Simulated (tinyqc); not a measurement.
Inside a calculation. Method: CIS on RHF in the sto-6g basis, frozen core, for H2O, spin multiplicity 1. One step of it, computed by the program tinyqc.

Task: CIS matrix, singlets. A(ia,jb) = (e_a - e_i) d_ij d_ab + 2 (ia|jb) - (ij|ab).

orbital energies (hartree): MO1 -20.495745, MO2 -1.312332, MO3 -0.663357, MO4 -0.463147, MO5 -0.402665, MO6 0.661427, MO7 0.826259

Two-electron integrals over orbitals (pq|rs), unique and non-zero (hartree); the lowest 1 orbital is frozen and left out:
```
(22|22) 0.738496    (32|22) -0.007638   (32|32) 0.149882    (33|22) 0.661456
(33|32) 0.004215    (33|33) 0.654676    (42|22) 0.016930    (42|32) -0.000234
(42|33) 0.007730    (42|42) 0.120497    (43|22) -0.003270   (43|32) 0.014829
(43|33) -0.001564   (43|42) 0.004384    (43|43) 0.044606    (44|22) 0.685032
(44|32) 0.002672    (44|33) 0.617356    (44|42) -0.104596   (44|43) -0.007160
(44|44) 0.821203    (52|52) 0.143332    (53|52) 0.002679    (53|53) 0.030321
(54|52) -0.046449   (54|53) -0.001682   (54|54) 0.058290    (55|22) 0.749499
(55|32) 0.000936    (55|33) 0.643970    (55|42) -0.060422   (55|43) -0.006061
(55|44) 0.745742    (55|55) 0.880663    (62|22) 0.145822    (62|32) 0.007912
(62|33) 0.080045    (62|42) 0.018404    (62|43) -0.005594   (62|44) 0.100781
(62|55) 0.163545    (62|62) 0.104137    (63|22) 0.025567    (63|32) -0.040845
(63|33) 0.015400    (63|42) -0.010791   (63|43) -0.024829   (63|44) 0.026223
(63|55) 0.032072    (63|62) 0.017716    (63|63) 0.072500    (64|22) 0.083489
(64|32) -0.011651   (64|33) 0.039157    (64|42) -0.019660   (64|43) -0.001694
(64|44) 0.108370    (64|55) 0.098321    (64|62) 0.058000    (64|63) 0.018323
(64|64) 0.056612    (65|52) 0.061825    (65|53) 0.005001    (65|54) -0.004840
(65|65) 0.040449    (66|22) 0.623298    (66|32) 0.029343    (66|33) 0.583970
(66|42) 0.061491    (66|43) 0.012637    (66|44) 0.554054    (66|55) 0.594968
(66|62) 0.096628    (66|63) -0.010952   (66|64) 0.037640    (66|66) 0.612890
(72|22) -0.026616   (72|32) 0.033550    (72|33) -0.012128   (72|42) 0.000810
(72|43) -0.033453   (72|44) -0.021090   (72|55) -0.029913   (72|62) -0.009145
(72|63) 0.033873    (72|64) -0.012189   (72|66) -0.018950   (72|72) 0.060949
(73|22) 0.127515    (73|32) 0.009345    (73|33) 0.091957    (73|42) -0.072168
(73|43) -0.001839   (73|44) 0.165881    (73|55) 0.181619    (73|62) 0.077215
(73|63) 0.014167    (73|64) 0.063713    (73|66) 0.039030    (73|72) -0.019534
(73|73) 0.146352    (74|22) -0.005493   (74|32) -0.075840   (74|33) -0.007553
(74|42) -0.000356   (74|43) 0.009740    (74|44) -0.011489   (74|55) -0.009736
(74|62) -0.010968   (74|63) 0.037326    (74|64) 0.004216    (74|66) -0.021689
(74|72) -0.014664   (74|73) -0.013397   (74|74) 0.065985    (75|52) -0.010879
(75|53) 0.023040    (75|54) 0.001644    (75|65) -0.002816   (75|75) 0.024555
(76|22) -0.004868   (76|32) 0.099204    (76|33) 0.008973    (76|42) -0.010295
(76|43) 0.037881    (76|44) 0.010878    (76|55) 0.003594    (76|62) -0.004036
(76|63) -0.060166   (76|64) -0.010954   (76|66) 0.028630    (76|72) -0.011094
(76|73) 0.017000    (76|74) -0.052735   (76|76) 0.109455    (77|22) 0.635628
(77|32) -0.032904   (77|33) 0.623578    (77|42) -0.010022   (77|43) -0.013201
(77|44) 0.621089    (77|55) 0.633186    (77|62) 0.073016    (77|63) 0.034950
(77|64) 0.038841    (77|66) 0.565802    (77|72) -0.010834   (77|73) 0.088182
(77|74) 0.014002    (77|76) -0.026305   (77|77) 0.639770
```

Give: CIS matrix A, singlet.

Result:

CIS matrix A, singlet (hartree):
```
        2>6     2>7     3>6     3>7     4>6     4>7     5>6     5>7
2>6   1.559  -0.013   0.006   0.055   0.055  -0.012   0.000   0.000
2>7  -0.013   1.625  -0.031  -0.006  -0.014  -0.019   0.000   0.000
3>6   0.006  -0.031   0.886   0.019   0.024   0.037   0.000   0.000
3>7   0.055  -0.006   0.019   1.159   0.090  -0.014   0.000   0.000
4>6   0.055  -0.014   0.024   0.090   0.684  -0.002   0.000   0.000
4>7  -0.012  -0.019   0.037  -0.014  -0.002   0.800   0.000   0.000
5>6   0.000   0.000   0.000   0.000   0.000   0.000   0.550  -0.009
5>7   0.000   0.000   0.000   0.000   0.000   0.000  -0.009   0.645
```
